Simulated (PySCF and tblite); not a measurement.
C₃H₇FO, numbered as in [OH:1][CH2:2][CH2:3][CH2:4][F:5].

The ensemble was built from 150 distance-geometry starts (ETKDG, MMFF94s, GFN2-xTB) and rests on GFN2-xTB geometries. Weights use PBE0-D3(BJ)/def2-TZVP (IEF-PCM, chloroform) energies plus GFN2-xTB zero-point and thermal terms (modes under about 100 cm⁻¹ blended into free rotors). Symmetry numbers and mirror images are counted. Conformers within 3 kcal/mol (GFN2-xTB free energy) were kept, 10 at most. Couplings: B3LYP/6-31G* with pcJ-1 on H, F (gas phase; spin-dipole term only for pairs with B, N, F, Si or P). Couplings are for ¹⁹F, ¹H; a prime marks the second kind of pair between the same two sets of atoms. H–H couplings come out 0.1 to 0.9 Hz lower than with pcJ-1 on all atoms. Run with PySCF (density fitting) and tblite.

Torsions listed: H1–O1–C2–C3, O1–C2–C3–C4, C2–C3–C4–F5. Of a mirror pair one member is shown.

| conformer | shape | weight % |
| --- | --- | --- |
| 1 | -176°, 68°, 70° | 17.9 |
| 2 | -176°, -177°, -63° | 11.8 |
| 3 | 71°, -67°, -61° | 10.6 |
| 4 | 178°, 62°, 179° | 10.5 |
| 5 | 62°, 66°, 74° | 9.3 |

Not shown: 5 more, 39.8 % in all.

Question: Give the couplings in each conformer and the averages at 298.15 K (pairs that fast motion interchanges averaged).

Answer: 
| coupling | pairs | 1 | 2 | 3 | 4 | 5 | average (Hz) |
| --- | --- | --- | --- | --- | --- | --- | --- |
| ³J(H3,F5) | 2 | 28.1 | 27.4 | 25.8 | 7.8 | 28.6 | 23.0 |
| ²J(H4,F5) | 2 | 53.9 | 53.7 | 54.3 | 53.2 | 53.6 | 53.7 |
| ³J(H1,H2) | 2 | 1.2 | 1.3 | 9.6 | 1.3 | 9.0 | 5.8 |
| ²J(H2,H2) | 1 | -8.2 | -7.2 | -12.7 | -8.2 | -12.3 | -10.3 |
| ³J(H2,H3) | 2 | 2.2 | 11.7 | 2.7 | 2.9 | 2.2 | 5.5 |
| ³J(H2,H3′) | 2 | 7.6 | 4.7 | 7.3 | 7.6 | 7.5 | 6.5 |
| ²J(H3,H3) | 1 | -15.0 | -14.5 | -14.9 | -13.1 | -15.4 | -14.3 |
| ³J(H3,H4) | 2 | 7.4 | 7.6 | 7.4 | 4.8 | 7.5 | 6.8 |
| ³J(H3,H4′) | 2 | 1.8 | 2.5 | 3.2 | 12.1 | 1.2 | 4.7 |
| ²J(H4,H4) | 1 | -9.4 | -9.7 | -10.3 | -9.0 | -9.3 | -9.5 |

For its torsions the set is small; conformers may be missing.

Computed couplings to fluorine can be off by tens of per cent at such levels.
